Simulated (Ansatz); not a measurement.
# AlN₂H+ (quartet): from Hartree-Fock to the top rungs, cc-pVDZ

The task here is to estimate one member of a computed series from the others.

Program: Ansatz 0.2.0, Gaussian basis. Level of theory: cc-pVDZ, core rule «outside noble gas», up to 7 orbitals frozen. These are calculated values, not measurements.

The runs, in order: UHF; CCSD(T) on ROHF; CCSD(T) on UHF; BCCD(T) on ROHF; CISD; CCSDT(Q) on ROHF; CCSDT(Q) on UHF.

26 further runs of the same task are left out: 6 for a known fault of the program, 12 that didn't finish, 8 set aside as unsound or not needed.

## The geometry

The geometry is a PBE0/def2-TZVP stationary point (not a proven minimum) of the parent state, kept for this charge and spin.

4 atoms, charge 1, spin multiplicity 4.

Atoms are counted from 1 here; the program's logs count them from 0.

Bond lengths: Al1–N2 1.879 Å, N2–N3 1.296 Å, N2–H4 1.026 Å. Angles: Al1–N2–N3 128.0°, Al1–N2–H4 118.8°, N3–N2–H4 113.2°.

Coordinates:

```xyz
4
charge 1, multiplicity 4
Al    0.0000   -0.0793    1.2035
N     0.0000    0.4134   -0.6097
N     0.0000   -0.3623   -1.6474
H     0.0000    1.4109   -0.8502
```

Set-up of the first run:

File in.yaml:

```yaml
crystal:
  periodic: [false, false, false]
  atoms:
    - {symbol: Al, position_ang: [0.000000, -0.079269, 1.203465]}
    - {symbol: N, position_ang: [0.000000, 0.413422, -0.609656]}
    - {symbol: N, position_ang: [0.000000, -0.362251, -1.647435]}
    - {symbol: H, position_ang: [0.000000, 1.410865, -0.850200]}
basis:
  gaussian: {orbitals: cc-pVDZ}
total_charge: 1
magnetization: {spin_polarized: true, initial_magnetization: 3}
hamiltonian: {xc: hf}
output: {orbitals: {seedname: orbitals}}
```

Run with:

```bash
ansatz run in.yaml --threads 1 --pin off --events-out ev --progress --plain --max-ram 2393MiB
```

Steps of the session up to this table: UHF; CCSD(T) on ROHF; CCSD(T) on UHF; BCCD(T) on ROHF; CISD; CCSDT(Q) on ROHF; CCSDT(Q) on UHF.

One table of the session follows, with a row left open; its other results are not shown here.

```
   method  from UCCSDT(Q) (meV)
     ROHF               +9458.7
      UHF               +9120.4
     RMP2               +1174.2
     UMP2               +1122.7
     CISD                     ?
    RCCSD                +406.9
    UCCSD                +393.7
 RCCSD(T)                 +83.1
 UCCSD(T)                 +80.0
  BCCD(T)                 +77.3
   RCCSDT                 +39.9
   UCCSDT                 +38.6
RCCSDT(Q)                  +5.8
UCCSDT(Q)                     0
```

Q: Estimate the row for CISD from the others.

As computed: from UCCSDT(Q) (meV): +1230.7. In the column «from UCCSDT(Q) (meV)» it lies between RMP2 (+1174.2) and UHF (+9120.4).

To keep in mind: Restricted and unrestricted rows rest on different reference determinants; where their highest levels disagree by more than a few hundredths of an eV, they describe different states and don't form one ladder.
